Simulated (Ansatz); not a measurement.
C3H5N can be A, `C1=CNC1`, or B, `C1=NCC1`.

Isolated molecules relaxed with PBE0-D4/def2-TZVP in Ansatz; ΔE leaves out vibrations. CCSD(T)/CBS adds triple-zeta CCSD(T) − MP2 to the extrapolated MP2 energy (def2 sets, frozen cores). DFT in def2-TZVPP. B3LYP here is the variant with VWN-RPA as its local correlation; programs differ in this.

A:

```xyz
9

C     0.8032   -0.0547    0.6234
C     0.3985    1.0069   -0.0856
N    -0.8273    0.4564   -0.5339
C    -0.4060   -0.8097    0.1359
H     1.5762   -0.2505    1.3492
H     0.7507    2.0148   -0.2722
H    -0.9670    0.4019   -1.5374
H    -1.1242   -1.1438    0.8891
H    -0.2041   -1.6213   -0.5684
```

B:

```xyz
9

C     1.068   -0.239    0.347
N     0.973    0.973   -0.054
C    -0.466    0.772   -0.359
C    -0.341   -0.691    0.128
H     1.967   -0.723    0.728
H    -1.115    1.421    0.233
H    -0.693    0.907   -1.419
H    -0.908   -0.953    1.023
H    -0.487   -1.467   -0.627
```

Which is lower in electronic energy at CCSD(T)/CBS, and by how much? (Estimate.)

Computed: B, by 35.4 kJ/mol.

Give E(B) − E(A) in kJ/mol with MP2/def2-TZVPP, BLYP-D4, CCSD/def2-TZVPP, B2PLYP, HF/def2-TZVPP, PBE-D4, B3LYP-D4. (Estimate.)

Ansatz gave: MP2/def2-TZVPP -35.8, BLYP-D4 -32.2, CCSD/def2-TZVPP -41.0, B2PLYP -35.3, HF/def2-TZVPP -45.7, PBE-D4 -29.1, B3LYP-D4 -33.1. None reverses the order clearly.

Does the order hold for the free energy at 298.15 K (harmonic terms from PBE0-D4)? (Best estimate.)

The calculation gave: Yes: G(B) − G(A) = -36.3 kJ/mol.

Largest T1 diagnostic: 0.012.

At CCSD(T), def2-SVP lies −9.2 kJ/mol from the extrapolated value and def2-TZVPP −4.8 kJ/mol. From BLYP to BHLYP (50 % exact exchange), in def2-TZVPP and without D4, E(B) − E(A) moves by −3.4 kJ/mol.
